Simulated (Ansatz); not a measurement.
We consider 1T (CdI2-type) PtS2, described by rVV10 in Ansatz (PAW).

Numerical settings: plane-wave cutoff 520 eV, 12×12×8 k mesh (along the axes of the cell as run), Fermi–Dirac smearing 0.01 eV, scalar-relativistic PAW data made under PBE.

Computed points:

```csv
V (Å³/atom),E − E_lowest (meV/atom)
18.333,3.86
18.715,0.90
19.097,0.00
19.479,0.75
19.861,2.79
```

What bulk modulus B0 and pressure derivative B′ does a third-order Birch–Murnaghan fit give?

V0 = 19.100 Å³/atom, B0 = 34.4 GPa, B′ = 10.6 (fit to the energies at full precision).

Shape and atoms are relaxed at each volume.

Note: the bulk modulus comes from volumes at which shape and atoms were relaxed.

Spin–orbit coupling is not included.

Ansatz is a program for electronic structure.
